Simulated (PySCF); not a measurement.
**A diatomic session: PH+**

Aim: find the lowest electronic state of PH+, scan its bond at several levels of theory, and get bond length, wavenumber and dissociation energy from each curve.

The runs use PySCF 2.14.0; P cc-pV(D+d)Z, H cc-pVDZ, no relativity.

### 1 Set-up

Settings of the job:

| Item | Value |
| --- | --- |
| atoms | P, H |
| charge | 1 |
| basis | P cc-pV(D+d)Z, H cc-pVDZ |
| Hamiltonian | no relativity |
| basis functions | 28 |
| electrons treated | 15 |
| masses in u | 30.9738, 1.0078 |
| levels | PBE0, PBE, r²SCAN, B97-3, BP86, B3LYP, LC-ωPBE, HF, MP2, SCS-MP2, CCSD, CCSD(T) |
| grid | 80 radial by 434 angular points |
| occupations | held fixed by the projection of orbital angular momentum |
| dissociation limit | P+ + H, each in its ground configuration |
| starting distance in angstrom | 1.485 |
| values of 2S to try | 1, 3 |

Started as:

```console
$ OMP_NUM_THREADS=1 python dia.py task.json out
```

The runs that follow: First curve: PBE0; Excited determinants; PBE; r²SCAN (meta-GGA); B97-3 (global hybrid GGA); BP86; B3LYP (global hybrid GGA); LC-ωPBE (range-separated hybrid); UHF (mean field); Correlated methods on the Hartree–Fock reference.

**Question.** What will these runs give? Wanted: for each run, Re; ωe; De; μ.

**Answer**, as computed:

Lowest PBE0 solution found, without spin–orbit coupling: ²Π (doublet), unpaired electrons π ↑. State 2 has its PBE0 minimum 1.51 eV higher. The other levels ran on the lowest alone.

| level | Re (Å) | ωe (cm⁻¹) | De (eV) | μ (D) |
| --- | --- | --- | --- | --- |
| UHF | 1.418 | 2552 | 2.44 | 1.02 |
| UHF-MP2 | 1.427 | 2477 | 3.02 | n/a |
| UHF-SCS-MP2 | 1.428 | 2467 | 3.11 | n/a |
| UHF-CCSD | 1.434 | 2413 | 3.15 | n/a |
| UHF-CCSD(T) | 1.436 | 2400 | 3.18 | n/a |
| PBE | 1.457 | 2293 | 3.46 | 0.95 |
| BP86 | 1.456 | 2288 | 3.62 | 0.95 |
| r²SCAN | 1.441 | 2373 | 3.43 | 0.99 |
| B3LYP | 1.443 | 2355 | 3.51 | 0.93 |
| PBE0 | 1.442 | 2390 | 3.42 | 0.98 |
| B97-3 | 1.440 | 2390 | 3.52 | 0.98 |
| LC-ωPBE | 1.432 | 2474 | 3.37 | 1.03 |

De is counted to P+ + H in their ground configurations. A positive dipole points from P to H; in an ion it is taken about the centre of mass and does not tell which atom is negative.

Differences from CCSD(T) in the same basis:

| level | Re (mÅ) | ωe (%) |
| --- | --- | --- |
| UHF | -18 | +6.3 |
| UHF-MP2 | -8 | +3.2 |
| UHF-SCS-MP2 | -7 | +2.8 |
| UHF-CCSD | -2 | +0.5 |
| PBE | +21 | -4.5 |
| BP86 | +21 | -4.7 |
| r²SCAN | +5 | -1.1 |
| B3LYP | +8 | -1.9 |
| PBE0 | +6 | -0.4 |
| B97-3 | +4 | -0.4 |
| LC-ωPBE | -4 | +3.1 |

What this shows: Against CCSD(T) in the same basis, the bond length is nearest at UHF-CCSD (-2 mÅ) and farthest at PBE and BP86 (+21 mÅ); the wavenumber is nearest at PBE0 and B97-3 (-0.4 %) and farthest at UHF (+6.3 %). Hartree–Fock makes the bond too short and too stiff against this reference, as it mostly does. PBE has the long and soft bond that GGAs tend to give. CCSD(T) in a basis this small is itself some way from its limit, more so than the functionals. Among the levels with a De in the table, it runs from 2.44 eV (UHF) to 3.62 eV (BP86).

Correlated steps freeze 5 core orbitals.
